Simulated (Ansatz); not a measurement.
fcc Ir was calculated with PBEsol (PAW; Ansatz, a first-principles code).

Settings: plane-wave cutoff 520 eV, 20×20×20 k mesh, Fermi–Dirac smearing 0.1 eV, perturbation theory, no spin polarisation, scalar-relativistic PAW data made under PBE.

The cell has the measured lattice parameters. Conventional cell: a = 3.8392 Å, b = 3.8392 Å, c = 3.8392 Å, α = 90.00°, β = 90.00°, γ = 90.00°.

```xyz
1
Lattice="0.0000 1.9196 1.9196 1.9196 0.0000 1.9196 1.9196 1.9196 0.0000" Properties=species:S:1:pos:R:3 pbc="T T T"
Ir     0.0000     0.0000     0.0000
```

Harmonic phonon frequencies (cm⁻¹; i marks an imaginary mode):

```tsv
q point	frequencies
X	(withheld)
L	114 114 198
W	159 164 164
```

Q: Fill in the missing entries.

A: 
- X, frequencies: 145 145 190

No imaginary mode appears at these points.

Note: the cell isn't this level's own, so it is under some stress, which shifts stiffness and frequencies.
